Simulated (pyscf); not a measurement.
Structures and frequencies: ωB97X-D3(BJ)/def2-SVP in PySCF.

Task: Estimate the classical barrier height and the reaction energy of HO–AsH₂ (SMILES O[AsH2]) + GeH₄ (SMILES [GeH4]) → H₃Ge–AsH₂ (SMILES [GeH3][AsH2]) + H₂O (SMILES O) at ωB97M-D3(BJ)/def2-TZVP. The step runs on the singlet surface, breaks As–O, Ge–H and forms As–Ge, H–O; take the separated reactants as zero.

Result: ΔE‡ = 43.0 kcal/mol, ΔE = -14.8 kcal/mol. Zero-point energy shifts the barrier by +0.4 kcal/mol. It is a four-centre exchange, with an imaginary mode of 356i cm⁻¹. This is the saddle that the search found; another between the same sides may lie lower. Elements up to Kr have no core potential and no relativistic terms here.
